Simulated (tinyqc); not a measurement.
MP2 on RHF in the sto-3g basis, for H2O, spin multiplicity 1, step by step. One step of it, computed by the program tinyqc.

Task: Iteration 8 (converged): orbitals. Diagonalise F' = X^T F X, C = X C', fill 5 alpha and 5 beta electrons from the bottom; D = 2 C_occ C_occ^T. Each column has its largest component positive (the first on a tie).

converged F (hartree), order 1O 1s, 1O 2s, 1O 2px, 1O 2py, 1O 2pz, 2H 1s, 3H 1s:
$$\begin{pmatrix}
-20.262385 & -5.164413 & 0.000000 & 0.000000 & -0.024072 & -0.751376 & -0.751376 \\
-5.164413 & -2.401574 & 0.000000 & 0.000000 & -0.058848 & -0.729440 & -0.729440 \\
0.000000 & 0.000000 & -0.387761 & 0.000000 & 0.000000 & 0.000000 & 0.000000 \\
0.000000 & 0.000000 & 0.000000 & -0.209891 & 0.000000 & -0.343811 & 0.343811 \\
-0.024072 & -0.058848 & 0.000000 & 0.000000 & -0.252366 & -0.307349 & -0.307349 \\
-0.751376 & -0.729440 & 0.000000 & -0.343811 & -0.307349 & -0.371353 & -0.210536 \\
-0.751376 & -0.729440 & 0.000000 & 0.343811 & -0.307349 & -0.210536 & -0.371353
\end{pmatrix}$$

X, order 1O 1s, 1O 2s, 1O 2px, 1O 2py, 1O 2pz, 2H 1s, 3H 1s:
$$\begin{pmatrix}
1.023430 & -0.134826 & 0.000000 & 0.000000 & -0.006498 & 0.017860 & 0.017860 \\
-0.134826 & 1.134220 & 0.000000 & 0.000000 & 0.060379 & -0.200276 & -0.200276 \\
0.000000 & 0.000000 & 1.000000 & 0.000000 & 0.000000 & 0.000000 & 0.000000 \\
0.000000 & 0.000000 & 0.000000 & 1.062318 & 0.000000 & -0.159282 & 0.159282 \\
-0.006498 & 0.060379 & 0.000000 & 0.000000 & 1.032464 & -0.108100 & -0.108100 \\
0.017860 & -0.200276 & 0.000000 & -0.159282 & -0.108100 & 1.107732 & -0.053772 \\
0.017860 & -0.200276 & 0.000000 & 0.159282 & -0.108100 & -0.053772 & 1.107732
\end{pmatrix}$$

Give: F' = X^T F X; orbital energies; coefficients C; D after iteration 8.

Result:

F' = X^T F X (hartree):
$$\begin{pmatrix}
-19.8894 & -2.6806 & 0.0000 & 0.0000 & -0.0508 & -0.0724 & -0.0724 \\
-2.6806 & -1.3371 & 0.0000 & 0.0000 & 0.0950 & -0.3689 & -0.3689 \\
0.0000 & 0.0000 & -0.3878 & 0.0000 & 0.0000 & 0.0000 & 0.0000 \\
0.0000 & 0.0000 & 0.0000 & -0.0123 & 0.0000 & -0.3764 & 0.3764 \\
-0.0508 & 0.0950 & 0.0000 & 0.0000 & -0.1410 & -0.2859 & -0.2859 \\
-0.0724 & -0.3689 & 0.0000 & -0.3764 & -0.2859 & -0.0313 & -0.0582 \\
-0.0724 & -0.3689 & 0.0000 & 0.3764 & -0.2859 & -0.0582 & -0.0313
\end{pmatrix}$$

orbital energies (hartree): MO1 -20.2705, MO2 -1.1933, MO3 -0.5254, MO4 -0.4279, MO5 -0.3878, MO6 0.4347, MO7 0.5399

coefficients C, order 1O 1s, 1O 2s, 1O 2px, 1O 2py, 1O 2pz, 2H 1s, 3H 1s:
$$\begin{pmatrix}
0.9945 & -0.2417 & 0.0000 & 0.0888 & 0.0000 & -0.1042 & 0.0000 \\
0.0234 & 0.9040 & 0.0000 & -0.4519 & 0.0000 & 0.6054 & 0.0000 \\
0.0000 & 0.0000 & 0.0000 & 0.0000 & 1.0000 & 0.0000 & 0.0000 \\
0.0000 & 0.0000 & 0.6085 & 0.0000 & 0.0000 & 0.0000 & 0.8994 \\
0.0028 & 0.0719 & 0.0000 & 0.7405 & 0.0000 & 0.7345 & 0.0000 \\
-0.0042 & 0.1369 & 0.4553 & 0.3453 & 0.0000 & -0.6852 & -0.7019 \\
-0.0042 & 0.1369 & -0.4553 & 0.3453 & 0.0000 & -0.6852 & 0.7019
\end{pmatrix}$$

D after iteration 8, order 1O 1s, 1O 2s, 1O 2px, 1O 2py, 1O 2pz, 2H 1s, 3H 1s:
$$\begin{pmatrix}
2.1108 & -0.4708 & 0.0000 & 0.0000 & 0.1023 & -0.0132 & -0.0132 \\
-0.4708 & 2.0441 & 0.0000 & 0.0000 & -0.5393 & -0.0648 & -0.0648 \\
0.0000 & 0.0000 & 2.0000 & 0.0000 & 0.0000 & 0.0000 & 0.0000 \\
0.0000 & 0.0000 & 0.0000 & 0.7406 & 0.0000 & 0.5541 & -0.5541 \\
0.1023 & -0.5393 & 0.0000 & 0.0000 & 1.1071 & 0.5311 & 0.5311 \\
-0.0132 & -0.0648 & 0.0000 & 0.5541 & 0.5311 & 0.6906 & -0.1386 \\
-0.0132 & -0.0648 & 0.0000 & -0.5541 & 0.5311 & -0.1386 & 0.6906
\end{pmatrix}$$
